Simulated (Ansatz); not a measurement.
`CCCCl` and `CCCCC` differ in one atom or group.

Ansatz, PBE0-D4/def2-TZVP geometries, multiplicity 1. Each molecule was computed in one conformer, which needn't be the lowest.

| property | `CCCCl` |
| --- | --- |
| HOMO–LUMO gap (PBE0/def2-TZVPP) / eV | 9.22 |
| LUMO energy (ωB97M-V/def2-TZVPP) / eV | 2.59 |
| LUMO energy (PBE/def2-TZVPP) / eV | -0.11 |
| LUMO energy (PBE0/def2-TZVPP) / eV | 0.96 |
| LUMO energy (B3LYP/def2-TZVPP) / eV | 0.64 |
| HOMO energy (B3LYP/def2-TZVPP) / eV | -8.01 |

Problem. Give the same properties after the change, and the shifts. (Best estimate.)

Solution. Computed: 
| property | `CCCCC` | shift |
| --- | --- | --- |
| HOMO–LUMO gap (PBE0/def2-TZVPP) / eV | 10.02 | 0.80 |
| LUMO energy (ωB97M-V/def2-TZVPP) / eV | 2.69 | 0.10 |
| LUMO energy (PBE/def2-TZVPP) / eV | 0.49 | 0.60 |
| LUMO energy (PBE0/def2-TZVPP) / eV | 1.28 | 0.32 |
| LUMO energy (B3LYP/def2-TZVPP) / eV | 0.94 | 0.30 |
| HOMO energy (B3LYP/def2-TZVPP) / eV | -8.56 | -0.55 |

With PBE0 the HOMO falls by 0.48 eV and the LUMO rises by 0.32 eV, so the gap widens by about 0.80 eV. PBE moves the HOMO by -0.53 eV and ωB97M-V by -0.47 eV.

B3LYP here is the variant with VWN-RPA as its local correlation; programs differ in this.
